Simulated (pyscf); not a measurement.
Optimised with ωB97X-D3(BJ)/def2-SVP in PySCF.

PBE/def2-TZVP puts the barrier of H₃C–InH–CH₃ + hydrogen chloride (HCl) → methane (CH₄) + H₃C–InH–Cl (four-centre exchange; singlet surface; C–In, Cl–H broken, C–H, Cl–In formed) at 0.01 eV and the reaction energy at -1.74 eV, from the separated reactants. What do r²SCAN/def2-TZVP, M06-2X/def2-TZVP, ωB97M-D3(BJ)/def2-TZVP give on the same structures?

r²SCAN: ΔE‡ = -0.04 eV, ΔE = -1.83 eV; M06-2X: ΔE‡ = 0.06 eV, ΔE = -1.86 eV; ωB97M-D3(BJ): ΔE‡ = 0.21 eV, ΔE = -1.74 eV. PBE's barrier lies among them. Its reaction energy matches one of them and lies within 0.12 eV of the others. On the reactant side the descent ends in an adduct with a Cl–In contact, 0.30 eV under the separated species and 0.37 eV under the saddle at ωB97X-D3(BJ)/def2-TZVP. On the product side the descent ends in a complex (not fully relaxed), 0.18 eV under the separated species and 2.09 eV under the saddle at ωB97X-D3(BJ)/def2-TZVP. At r²SCAN the saddle lies under the separated reactants, which points to a path from their complex (located at ωB97X-D3(BJ) alone). What is counted as formed (Cl–In) is already present as a longer contact in the reactant adduct; forming that adduct is a step of its own. At ωB97X-D3(BJ)/def2-TZVP the barrier from the zero used here is 0.07 eV. This is the saddle that the search found; another between the same sides may lie lower. Elements past Kr carry the def2 core potentials, without spin-orbit coupling.
